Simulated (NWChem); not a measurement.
**Two attempts at BH3F− (SMILES [BH3-]F)**

Wanted: the energy of BH3F−, UM05-2X/def2-TZVP (density fitting with ahlrichs coulomb fitting, SMD dmf, esp resp).

The calculation is run with NWChem 7.3.0.

3 further runs of the same task are left out: 1 that didn't finish, 2 set aside as unsound or not needed.

### Step 1. The system as given

BH3F−: 5 atoms, total charge -1, spin state singlet. As SMILES, `[BH3-]F`. The coordinates come from a GFN2-xTB relaxation.

Bond lengths: B1–F2 1.447 Å, B1–H3 1.227 Å, B1–H4 1.228 Å, B1–H5 1.228 Å. Angles: F2–B1–H3 108.4°, F2–B1–H4 108.4°, F2–B1–H5 108.4°, H3–B1–H4 110.7°, H3–B1–H5 110.5°, H4–B1–H5 110.5°.

### Step 2. Try one

Contents of bfh3.nw:

```
start bfh3
memory 2200 mb
charge -1

geometry units angstrom noautosym nocenter
   zmatrix
     B
     F 1 1.446993
     H 1 1.22729 2 108.36574
     H 1 1.227822 3 110.65626 2 118.68033
     H 1 1.228178 3 110.52556 4 122.71396
   end
end

basis spherical
   B library aug-def2-SVP
   F library aug-def2-SVP
   H library aug-def2-SVP
end

basis "cd basis" spherical
   B library "ahlrichs coulomb fitting"
   F library "ahlrichs coulomb fitting"
   H library "ahlrichs coulomb fitting"
end

cosmo
   do_cosmo_smd true
   solvent dmf
end

dft
   xc m05-2x
   odft
   grid medium
   convergence energy 1e-05
   maxiter 60
   mulliken
   print low
end

esp
   restrain
   recalculate
end

task dft energy
task esp
```

Command:

```sh
$ nwchem bfh3.nw > bfh3.out
```

Output:

```text
Northwest Computational Chemistry Package (NWChem) 7.3.0
             --------------------------------------------------------

           Job information
           ---------------

    nwchem branch   = 7.3.0
    use scalapack   = T
    input           = bfh3.nw
    prefix          = bfh3.
    data base       = ./bfh3.db
    status          = startup
    nproc           =        1

           Memory information
           ------------------

    heap     =     72089596 doubles =      550.0 Mbytes
    stack    =     72089601 doubles =      550.0 Mbytes
    global   =    144179200 doubles =     1100.0 Mbytes (distinct from heap & stack)
    total    =    288358397 doubles =     2200.0 Mbytes
    verify   = yes
    hardfail = no

           Directory information
           ---------------------

  0 permanent = .
  0 scratch   = .

[... 28 lines left out ...]
            Nuclear Dipole moment (a.u.)
[... 60 lines left out ...]
 Attempting to read a basis set from a  non-existing file:
 <dir>
 ------------------------------------------------------------------------
 bas_tag_lib: failed opening basis file                   0
 ------------------------------------------------------------------------
 input error at line   16: at end of line looking for character string
    B library aug-def2-SVP
 ------------------------------------------------------------------------
  current input line :
    16:    B library aug-def2-SVP
 ------------------------------------------------------------------------
 ------------------------------------------------------------------------
 There is an error in the specified basis set
 ------------------------------------------------------------------------

0:bas_tag_lib: failed opening basis file:Received an Error in Communication
  Errorcode: -1
```

Wall time 0.58 s (1 thread of Intel Xeon 6975P-C (Granite Rapids), shared host); peak memory 0.069 GiB.

### Step 3. Reading the log

The job broke off with an error.

The telling line is `There is an error in the specified basis set`. Cause: the input names a basis that the program doesn't know. To mend it: basis set def2-TZVP in place of aug-def2-SVP.

### Step 4. Second attempt

Contents of bfh3.nw:

```
START bfh3
memory 2200 mb
charge -1

GEOMETRY units angstroms noautosym nocenter
  zmatrix
    B
    F 1 1.446993
    H 1 1.22729 2 108.36574
    H 1 1.227822 3 110.65626 2 118.68033
    H 1 1.228178 3 110.52556 4 122.71396
  end
END

BASIS spherical
  * library def2-TZVP
END

BASIS "cd basis" spherical
  * library "ahlrichs coulomb fitting"
END

COSMO
  do_cosmo_smd true
  solvent dmf
END

DFT
  xc m05-2x
  odft
  grid medium
  convergence energy 1e-05
  mulliken
  print low
END

ESP
  restrain
  recalculate
END

TASK dft energy
TASK esp
```

Command:

```sh
$ nwchem bfh3.nw > bfh3.out
```

Output:

```text
[...]
 d= 0,ls=0.0,diis     1   -126.4546617736 -1.57D+02  6.23D-03  5.28D-01     0.9
[...]
 d= 0,ls=0.0,diis     6   -126.6968255700  1.91D-07  6.80D-07  1.14D-08     9.5
[...]
         Total DFT energy =     -126.696825569952
      One electron energy =     -243.621716438917
           Coulomb energy =       98.455311874054
    Exchange-Corr. energy =      -15.890275947819
 Nuclear repulsion energy =       30.284623876226
             COSMO energy =        4.075231066505
[...]
      Total Density - Mulliken Population Analysis
     ---------------------------------------------
    Atom       Charge   Shell Charges
 -----------   ------   -------------------------------------------------------
    1 B    5     5.03   0.91  1.06  0.47  0.40  0.02  1.03  0.84  0.12  0.07  0.08  0.02
    2 F    9     9.49   0.77  1.20  0.60  0.90  0.46  2.30  2.12  1.13  0.00  0.01  0.00
    3 H    1     1.16   0.27  0.49  0.40  0.01
    4 H    1     1.16   0.27  0.49  0.40  0.01
    5 H    1     1.16   0.27  0.49  0.40  0.01
[...]
      <S2> =      0.0000 (Exact =     0.0000)
[...]
 Dipole moment                                  0.380873    0.372862    0.372862
 Quadrupole moment Qxx                          1.720925    1.718308    1.718308
                   Qyy                          1.740354    1.737672    1.737672
                   Qzz                         -3.461280   -3.455980   -3.455980
[...]
```

It took 11 s on 1 thread of Intel Xeon 6975P-C (Granite Rapids), shared host; peak memory 0.12 GiB.

### Step 5. Summary of results

At UM05-2X/def2-TZVP (density fitting with ahlrichs coulomb fitting, SMD dmf, esp resp):

| quantity | value |
| --- | --- |
| total energy | -126.69683 Eh |
| solvent term in the energy | -280.0 kJ/mol |
